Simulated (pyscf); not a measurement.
Thermochemistry of product channels of `[SiH3][PH][SiH3]` on the singlet surface, in eV, from CCSD(T)/def2-TZVPP + ΔMP2(QZVPP) energies (ideal gas, 1 atm, RRHO with modes under 100 cm⁻¹ raised to 100, one conformer, R ln 2 for chiral ones without a mode under 150 cm⁻¹). PySCF, gas phase, ωB97X-D3(BJ)/def2-SVP geometries. MP2 and CC: frozen core, UHF for open shells. ΔMP2 is the change of the MP2 total energy from the triple- to the quadruple-zeta basis.

| products | ΔE | ΔH(298 K) | ΔG(600 K) | ΔG(1200 K) |
|---|---|---|---|---|
| `[SiH4]` + `[SiH2]=[PH]` | +1.69 | +1.61 | +0.81 | +0.08 |
| `[SiH3][SiH2][PH2]` | +0.23 | +0.22 | +0.18 | +0.14 |

These are energies of the channels, which say nothing of barriers. The CCSD(T) − MP2 part came from Ansatz, without density fitting, on the same reference.
